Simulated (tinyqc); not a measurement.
Worked calculation: RKS/BP86 in the sto-3g basis, for HF, spin multiplicity 1. One step of it, computed by the program tinyqc.

Task: Iteration 2: building the Kohn-Sham matrix. J_ij = sum D_kl (ij|kl); F = H + J + V_xc; E = tr D H + tr D J / 2 + E_xc + E_nn.

D after iteration 1:
```
,1F 1s,1F 2s,1F 2px,1F 2py,1F 2pz,2H 1s
1F 1s,2.122454,-0.518715,0.000000,0.000000,-0.011245,0.056363
1F 2s,-0.518715,2.202323,0.000000,0.000000,0.043080,-0.307941
1F 2px,0.000000,0.000000,2.000000,0.000000,0.000000,0.000000
1F 2py,0.000000,0.000000,0.000000,2.000000,0.000000,0.000000
1F 2pz,-0.011245,0.043080,0.000000,0.000000,1.054512,0.067755
2H 1s,0.056363,-0.307941,0.000000,0.000000,0.067755,0.972457
```

core Hamiltonian H = T + V (hartree):
```
,1F 1s,1F 2s,1F 2px,1F 2py,1F 2pz,2H 1s
1F 1s,-40.416986,-9.482954,0.000000,0.000000,-0.006947,-0.716287
1F 2s,-9.482954,-10.895114,0.000000,0.000000,-0.086767,-1.793423
1F 2px,0.000000,0.000000,-8.578846,0.000000,0.000000,0.000000
1F 2py,0.000000,0.000000,0.000000,-8.578846,0.000000,0.000000
1F 2pz,-0.006947,-0.086767,0.000000,0.000000,-8.620265,-1.319976
2H 1s,-0.716287,-1.793423,0.000000,0.000000,-1.319976,-3.967608
```

Two-electron integrals (ij|kl) in chemists' order, unique and non-zero (hartree):
```
i,j,k,l,(ij|kl)
1,1,1,1,5.403501
2,1,1,1,0.841920
2,1,2,1,0.156299
2,2,1,1,1.268028
2,2,2,1,0.292344
2,2,2,2,0.926167
3,1,3,1,0.027998
3,2,3,1,0.043169
3,2,3,2,0.204588
3,3,1,1,1.264502
3,3,2,1,0.292403
3,3,2,2,0.925959
3,3,3,3,0.997514
4,1,4,1,0.027998
4,2,4,1,0.043169
4,2,4,2,0.204588
4,3,4,3,0.053770
4,4,1,1,1.264502
4,4,2,1,0.292403
4,4,2,2,0.925959
4,4,3,3,0.889973
4,4,4,4,0.997514
5,1,5,1,0.027998
5,2,5,1,0.043169
5,2,5,2,0.204588
5,3,5,3,0.053770
5,4,5,4,0.053770
5,5,1,1,1.264502
5,5,2,1,0.292403
5,5,2,2,0.925959
5,5,3,3,0.889973
5,5,4,4,0.889973
5,5,5,5,0.997514
6,1,1,1,0.063761
6,1,2,1,0.011747
6,1,2,2,0.021869
6,1,3,3,0.021838
6,1,4,4,0.021838
6,1,5,1,0.000450
6,1,5,2,0.000854
6,1,5,5,0.021933
6,1,6,1,0.000891
6,2,1,1,0.183152
6,2,2,1,0.042886
6,2,2,2,0.154374
6,2,3,3,0.152065
6,2,4,4,0.152065
6,2,5,1,0.002865
6,2,5,2,0.023758
6,2,5,5,0.158836
6,2,6,1,0.003272
6,2,6,2,0.033437
6,3,3,1,0.004221
6,3,3,2,0.026058
6,3,5,3,0.004824
6,3,6,3,0.004687
6,4,4,1,0.004221
6,4,4,2,0.026058
6,4,5,4,0.004824
6,4,6,4,0.004687
6,5,1,1,0.133859
6,5,2,1,0.031719
6,5,2,2,0.122413
6,5,3,3,0.117459
6,5,4,4,0.117459
6,5,5,1,0.006036
6,5,5,2,0.043495
6,5,5,5,0.132180
6,5,6,1,0.002503
6,5,6,2,0.032699
6,5,6,5,0.036514
6,6,1,1,0.388913
6,6,2,1,0.092502
6,6,2,2,0.385031
6,6,3,3,0.374273
6,6,4,4,0.374273
6,6,5,1,0.006570
6,6,5,2,0.078314
6,6,5,5,0.406285
6,6,6,1,0.007073
6,6,6,2,0.114460
6,6,6,5,0.131408
6,6,6,6,0.774606
```

nuclear repulsion = 3.52784807 hartree

V_xc (hartree):
```
,1F 1s,1F 2s,1F 2px,1F 2py,1F 2pz,2H 1s
1F 1s,-3.517203,-0.484422,0.000000,0.000000,-0.000477,-0.036995
1F 2s,-0.484422,-0.920037,0.000000,0.000000,-0.005583,-0.138144
1F 2px,0.000000,0.000000,-0.929113,0.000000,0.000000,0.000000
1F 2py,0.000000,0.000000,0.000000,-0.929113,0.000000,0.000000
1F 2pz,-0.000477,-0.005583,0.000000,0.000000,-0.880646,-0.107003
2H 1s,-0.036995,-0.138144,0.000000,0.000000,-0.107003,-0.441762
```

E_xc = sum of w rho eps_xc = -10.89950438 hartree

Give: Coulomb J; Kohn-Sham matrix F; total energy of this density.

Result:

Coulomb J (hartree):
```
,1F 1s,1F 2s,1F 2px,1F 2py,1F 2pz,2H 1s
1F 1s,20.070,3.816,0.000,0.000,0.009,0.287
1F 2s,3.816,9.406,0.000,0.000,0.084,1.557
1F 2px,0.000,0.000,9.422,0.000,0.000,0.000
1F 2py,0.000,0.000,0.000,9.422,0.000,0.000
1F 2pz,0.009,0.084,0.000,0.000,9.349,1.247
2H 1s,0.287,1.557,0.000,0.000,1.247,4.211
```

Kohn-Sham matrix F (hartree):
```
,1F 1s,1F 2s,1F 2px,1F 2py,1F 2pz,2H 1s
1F 1s,-23.864,-6.152,0.000,0.000,0.001,-0.466
1F 2s,-6.152,-2.409,0.000,0.000,-0.008,-0.374
1F 2px,0.000,0.000,-0.086,0.000,0.000,0.000
1F 2py,0.000,0.000,0.000,-0.086,0.000,0.000
1F 2pz,0.001,-0.008,0.000,0.000,-0.152,-0.180
2H 1s,-0.466,-0.374,0.000,0.000,-0.180,-0.198
```

total energy of this density = -98.61492 hartree

This density is a damped mixture and is not idempotent.
